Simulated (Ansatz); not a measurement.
# AlN (singlet): the correlation ladder at distance Al1–N2 = 2.288 Å, 6-31G

How much of the correlation energy of AlN (singlet) does each wave-function method recover here?

Computed with Ansatz 0.2.0, Gaussian basis. Level: 6-31G, core rule «outside noble gas», up to 6 orbitals frozen.

The runs, in order: UHF; CCSD(T) on RHF; CCSD(T) on UHF; BCCD(T) on RHF; CISD; CCSDT(Q) on RHF; CCSDT(Q) on UHF; CISDTQ; CCSDTQ on RHF; CCSDTQ on UHF; CASSCF and MRCISD+Q, 2 electrons in 2 orbitals; CASSCF and NEVPT2, 2 electrons in 2 orbitals; CASSCF and MRCISD+Q, 8 electrons in 8 orbitals; CASSCF and MRCISD+Q(relaxed), 8 electrons in 8 orbitals; CASSCF and NEVPT2, 8 electrons in 8 orbitals; Full CI; Full CI in the symmetry of the determinant.

22 further runs of the same task are left out: 3 for a known fault of the program, 15 that didn't finish, 4 set aside as unsound or not needed.

**1. The system**

The geometry derives from a PBE0/def2-TZVP stationary point (not a proven minimum). One bond is set to the value named and the two fragments are kept rigid.

2 atoms, charge 0, spin multiplicity 1.

Atoms are counted from 1 here; the program's logs count them from 0.

Bond lengths: Al1–N2 2.288 Å.

**2. UHF**

Input file in.yaml:

```yaml
crystal:
  periodic: [false, false, false]
  atoms:
    - {symbol: Al, position_ang: [0.000000, 0.000000, 0.000000]}
    - {symbol: N, position_ang: [0.000000, 0.000000, 2.288000]}
basis:
  gaussian: {orbitals: 6-31G}
magnetization: {spin_polarized: true, initial_magnetization: 0}
hamiltonian: {xc: hf}
output: {orbitals: {seedname: orbitals}}
```

Command:

```bash
> ansatz run in.yaml --threads 1 --pin off --events-out ev --progress --plain --max-ram 2393MiB
```

The runs that follow: CCSD(T) on RHF; CCSD(T) on UHF; BCCD(T) on RHF; CISD; CCSDT(Q) on RHF; CCSDT(Q) on UHF; CISDTQ; CCSDTQ on RHF; CCSDTQ on UHF; CASSCF and MRCISD+Q, 2 electrons in 2 orbitals; CASSCF and NEVPT2, 2 electrons in 2 orbitals; CASSCF and MRCISD+Q, 8 electrons in 8 orbitals; CASSCF and MRCISD+Q(relaxed), 8 electrons in 8 orbitals; CASSCF and NEVPT2, 8 electrons in 8 orbitals; Full CI; Full CI in the symmetry of the determinant.

**Question.** What will the summary of the whole plan be? Wanted: FCI below the RHF energy; NEVPT2 pair from FCI; MRCISD+Q pair from FCI; NEVPT2 valence from FCI; T1 diagnostic; effectively unpaired electrons.

The runs gave:

| quantity | value |
| --- | --- |
| FCI below the RHF energy | -4.0086 eV |
| NEVPT2 pair from FCI | +19.60 kcal/mol |
| MRCISD+Q pair from FCI | +0.99 kcal/mol |
| NEVPT2 valence from FCI | +9.30 kcal/mol |
| levels within 1 kcal/mol (43 meV) | MRCISD+Q pair, MRCISD+Q(relaxed) valence |
| T1 diagnostic | 0.032 |
| effectively unpaired electrons | 2.42 |

In words: With 2.4 effectively unpaired electrons against 0 the state is strongly multireference. Of the multireference levels listed MRCISD+Q(relaxed) valence comes nearest in total energy (+0.02 kcal/mol), which doesn't show that its space is the better one. The lowest state has another symmetry than the determinant, whose own symmetry lies 0.04 eV higher, so single-reference misses include that gap. These misses are within one basis, not against nature.
